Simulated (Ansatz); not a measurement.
# ClH4Si: the cost of one run

Method: UKS PBE-D4/def2-SVP, in Ansatz 0.2.0.

## 1. The system as given

Bond lengths: Si3–H4 1.456 Å, Si3–H5 1.455 Å, Si3–H6 1.456 Å. Angles: H4–Si3–H5 113.5°, H4–Si3–H6 113.4°, H5–Si3–H6 113.5°.

As a file:

```xyz
6

H     0.7202   -0.6254   -0.6292
Cl    1.7813   -1.6358   -1.5928
Si   -0.4482    0.4077    0.3994
H     0.3124    1.5979    0.7542
H    -0.7852   -0.4277    1.5420
H    -1.5804    0.6833   -0.4736
```

## 2. Run 1

150 steps of 0.5 fs at constant energy, with velocities drawn for 100 K.

Contents of input.yaml:

```yaml
crystal:
  periodic: [false, false, false]
  atoms:
    - { symbol: H, position_ang: [0.7202, -0.6254, -0.6292] }
    - { symbol: Cl, position_ang: [1.7813, -1.6358, -1.5928] }
    - { symbol: Si, position_ang: [-0.4482, 0.4077, 0.3994] }
    - { symbol: H, position_ang: [0.3124, 1.5979, 0.7542] }
    - { symbol: H, position_ang: [-0.7852, -0.4277, 1.542] }
    - { symbol: H, position_ang: [-1.5804, 0.6833, -0.4736] }
magnetization:
  spin_polarized: true
  initial_magnetization: 1
basis:
  gaussian: { orbitals: def2-SVP }
hamiltonian:
  xc: pbe
  dispersion: d4
md:
  timestep: 0.5
  n_steps: 150
  ensemble: nve
  temperature: 100.0
  initial_velocities: maxwell_boltzmann
  seed: 488511
```

The run is started by

```
> ansatz run input.yaml --threads 1 --pin off --max-ram 2048MiB --backend cpu --events-out ev --progress --plain --runs-dir out
```

**Question.** How long does this run take on 1 thread of Arm Neoverse N1, shared host, and how much memory does it need?

About 6.5 min, with a peak of 0.11 GiB.
